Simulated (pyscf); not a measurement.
HN=SiH–Cl + hydrogen (H₂) -> H₂N–SiH₂–Cl, an addition across a multiple bond or ene-type step (singlet surface; H–H broken, H–N, H–Si formed). Optimised with ωB97X-D3(BJ)/def2-SVP in PySCF. Energies in kcal/mol from the separated reactants.

Small-basis levels: PySCF, no dispersion term, spherical d functions. 

Q: In single points B3LYP/6-31G* puts the saddle at 31.0 kcal/mol and the reaction energy at -56.3 kcal/mol. Should these be trusted to within a few kcal/mol? Compare with ωB97M-D3(BJ)/def2-TZVP.

A: ωB97M-D3(BJ)/def2-TZVP gives ΔE‡ = 22.5 kcal/mol and ΔE = -59.0 kcal/mol. B3LYP/6-31G* lies 8.4 kcal/mol over it in the barrier and 2.6 kcal/mol over it in the reaction energy, so on this step it does not hold to within 3.0 kcal/mol. ωB97M-D3(BJ)/def2-TZVP has limits of its own. At the saddle there is also a short H–Si contact that neither side keeps. HN=SiH–Cl lies 26.4 kcal/mol over its isomer H₂N–Si:–Cl [singlet] (electronic energy, ωB97M-D3(BJ)/def2-TZVP). One saddle was located; it need not be the lowest between these sides.
